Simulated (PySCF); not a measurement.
**Relaxation of singlet Al₂H₂**

Method: PBE0/[Al def2-TZVP, H def2-TZVP], no relativity, density fitting, PySCF. A (50,194) grid was used.

A hand-made rhombic ring start, of D2h symmetry, held to at least that symmetry:

```xyz
4
charge 0 multiplicity 1, angstrom
Al    1.1422    0.0000    0.0000
Al   -1.1422    0.0000    0.0000
H     0.0000    1.2249    0.0000
H     0.0000   -1.2249    0.0000
```

Optimiser trace:
```
step  E − E(last) (kJ/mol)  largest gradient (Eh/bohr)
   0                167.74                     0.12180
   1                 59.55                     0.06169
   2                 13.23                     0.02590
   3                  1.57                     0.00838
   4                  0.15                     0.00189
   5                  0.05                     0.00112
   6                  0.01                     0.00052
   7                  0.00                     0.00015
   8                  0.00                     0.00003
```

It ends at D2h with Al–H 1.827 Å (×4); Al–H–Al 108.0° (×2), H–Al–H 72.0° (×2). A frequency run shows a minimum. Other isomers or separated fragments may lie lower.

The relaxation took 6.5 s on 2 threads of a shared Arm Neoverse V2 host, with 86 basis functions and 9 gradients; the process peaked at 0.53 GiB.
